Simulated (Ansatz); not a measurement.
# BH5SSi: the cost of one run

Computed with Ansatz 0.2.0, Gaussian basis. Level: unrestricted cation, the program's frozen cores in correlated methods.

Levels to be run: UKS PBE-D4/def2-TZVPP; UKS r2SCAN-D4/def2-TZVPP; UKS PBE0-D4/def2-TZVPP; UKS B3LYP-D4/def2-TZVPP; UKS wB97X-V/def2-TZVPP; UKS wB97M-V/def2-TZVPP; UKS B2PLYP/def2-TZVPP; UHF-CCSD(T)/def2-TZVPP; UHF-MP2/def2-QZVPP; extrapolation to the limit; then −ε(HOMO) from the neutral's earlier runs with LDA (SPW92), PBE-D4, revPBE-D4, BLYP-D4, r2SCAN-D4, B97M-V, PBE0-D4, B3LYP-D4, r2SCANh-D4, r2SCAN0-D4, HSE06-D4, BHLYP-D4, CAM-B3LYP-D4, LC-ωPBE, ωB97X-V, ωB97M-V.

### 1 The relaxed structure

An earlier PBE0-D4 in a triple-zeta def2 set relaxation fixed the geometry.

SMILES `BS[SiH3]`, 8 atoms, charge 0, spin multiplicity 1.

Atoms are counted from 1 here; the program's logs count them from 0.

Bond lengths: B1–S2 1.775 Å, B1–H4 1.195 Å, B1–H5 1.192 Å, S2–Si3 2.156 Å, Si3–H6 1.482 Å, Si3–H7 1.482 Å, Si3–H8 1.483 Å. Angles: S2–B1–H4 121.4°, S2–B1–H5 116.9°, H4–B1–H5 121.7°, B1–S2–Si3 99.5°, S2–Si3–H6 109.9°, S2–Si3–H7 109.9°, S2–Si3–H8 107.0°, H6–Si3–H7 110.0°, H6–Si3–H8 110.0°, H7–Si3–H8 110.0°.

### 2 Cation, UKS PBE-D4/def2-TZVPP

in.yaml reads:

```yaml
crystal:
  periodic: [false, false, false]
  atoms:
    - {symbol: B, position_ang: [-1.172615, 1.088331, -0.564450]}
    - {symbol: S, position_ang: [-1.243134, -0.439550, 0.335900]}
    - {symbol: Si, position_ang: [0.862860, -0.886042, 0.447332]}
    - {symbol: H, position_ang: [-0.130785, 1.557125, -0.913422]}
    - {symbol: H, position_ang: [-2.211502, 1.621919, -0.803137]}
    - {symbol: H, position_ang: [1.570266, 0.196698, 1.171734]}
    - {symbol: H, position_ang: [1.420685, -1.031522, -0.918390]}
    - {symbol: H, position_ang: [0.996322, -2.163958, 1.188635]}
basis:
  gaussian: {orbitals: def2-TZVPP}
total_charge: 1
magnetization: {spin_polarized: true, initial_magnetization: 1}
hamiltonian: {xc: pbe, dispersion: d4}
```

The run is started by

```console
ansatz run in.yaml --threads 2 --pin off --events-out ev --progress --plain --max-ram 4352MiB
```

Q: Estimate wall time and peak memory on 2 threads of Arm Neoverse V1, shared host.

About 18 s, with a peak of 0.48 GiB.
